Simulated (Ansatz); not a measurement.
in.yaml

```yaml
crystal:
  periodic: [false, false, false]
  atoms:
    - {symbol: B, position_ang: [0.000000, 0.000000, 0.000000]}
    - {symbol: F, position_ang: [0.000000, 0.000000, 1.019000]}
basis:
  gaussian: {orbitals: "6-31G*"}
magnetization: {spin_polarized: true, initial_magnetization: 0}
correlation: {method: ccsd, electrons: all, diis_vectors: 12}
scf: {omitted_lower_state_checks: [cluster_reference]}
```

```sh
$ ansatz run in.yaml --threads 1 --pin off --events-out ev --progress --plain --max-ram 2393MiB
```

Log:

```
these checks for a lower state are left out or cut short: cluster_reference
266 factors; integrals over basis functions are off by at most 5.3e-4 eV
mean field evaluation 1: about -3373.5531 eV, gradient 1.3e1 eV
mean field evaluation 2: about -3373.5605 eV, gradient 1.3e1 eV
mean field evaluation 4: about -3374.0724 eV, gradient 8.2e-1 eV
mean field evaluation 8: about -3374.0758 eV, gradient 3.9e-4 eV
mean field -3374.07583639 eV, -123.9949999567 hartree, gradient 5.7e-6 eV, S^2 0.000000; 0 other end points of the search recorded, 0 dependent functions left out
reference -3374.07583639 eV, -123.9949999567 hartree; 7, 7 occupied and 23, 23 virtual orbitals, 266 factors
second order -6.18945002 eV of doubles, -0.00000000 eV of singles
cycle   1  -6.32569624 eV  change   -1.4e-1 eV  update   6.6e-2
cycle   2  -6.51326543 eV  change   -1.9e-1 eV  update   2.2e-2
cycle   3  -6.56174255 eV  change   -4.8e-2 eV  update   1.0e-2
cycle   4  -6.55878026 eV  change    3.0e-3 eV  update   1.6e-3
cycle   5  -6.55877258 eV  change    7.7e-6 eV  update   3.5e-4
cycle   6  -6.55874424 eV  change    2.8e-5 eV  update   9.2e-5
cycle   7  -6.55872877 eV  change    1.5e-5 eV  update   2.0e-5
cycle   8  -6.55873808 eV  change   -9.3e-6 eV  update   4.5e-6
Total energy: -3380.63457448 eV, -124.2360291356 hartree
Checks for a lower state left out: cluster_reference
```

Ran on 1 thread of Intel Xeon Platinum 8488C, shared host: 0.33 s wall, 0.13 GiB peak host memory.
